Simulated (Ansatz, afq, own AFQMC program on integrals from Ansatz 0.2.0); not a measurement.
**Where AFQMC and coupled cluster stand for HO⁺, singlet**

```yaml
atoms:
  - { symbol: O, position_ang: [0.0000, 0.0000, 0.0000] }
  - { symbol: H, position_ang: [0.0000, 0.0000, 2.7500] }
```

Basis cc-pVDZ. Noble-gas cores (and the filled d shells of Ga–Kr and In–Xe) are frozen. AFQMC by an in-house program on the Cholesky factors that Ansatz 0.2.0 writes for its CCSD(T) run. The CISD trial takes its coefficients from CCSD amplitudes. Released means that phaseless walkers are propagated on without the constraint, phases kept. Error bars are statistical, one sigma.

Determinant: RHF, the one that the program's search chose, which needn't be the lowest solution. The geometry is a point of a scan.

Full CI on the same integrals is exact in this basis and with this determinant's frozen core.

Cautions: another spin lies lower; restricted determinant unstable towards unrestricted (UHF 2.61 eV lower, ⟨S²⟩ 1.90); strong correlation (T1 0.049, weight of the determinant 0.81, largest double 0.34); the CCSDT(Q) amplitudes may be one of several solutions (largest double 0.96); the CCSDTQ amplitudes may be one of several solutions (largest double 0.98); the released energies are still falling, so no released level is given (meV from the phaseless value at times in 1/Eh: -44 ± 5 at 0.24, -57 ± 6 at 0.51, -68 ± 13 at 0.99, -93 ± 20 at 1.62, -106 ± 55 at 2.40); the determinant fills πx and πy unequally, so it mixes two states of the linear molecule, and each level undoes that mixture to a different degree, while full CI gives the lower state; CCSDTQ on the UHF determinant differs (2.74 eV lower), perhaps since the unrestricted series falls towards higher spin.

The T1 diagnostic is 0.0492 and the weight of the determinant in the CISD state is 0.811. The size of the correlated space is 6 electrons in 18 orbitals.

Reference: full CI, correlation energy -4.739 eV. The cautions show a poor starting determinant, so the rows tell how each method copes with it here, and full CI is the sure value.

```csv
level,E − E(reference) (kcal/mol),share of correlation (%)
HF,109.29,0.00
MP2,31.82,70.88
CCSD,10.35,90.53
CCSD(T),5.31,95.14
CCSDT,0.26,99.76
CCSDT(Q),-0.25,100.22
CCSDTQ,-0.01,100.01
ph-AFQMC/CISD,1.70 ± 0.10,98.44
```

CCSDT and higher add their correlation energy to the determinant of the CCSD(T) run, since their own runs factorise the integrals more tightly (a shift of under 2 meV).
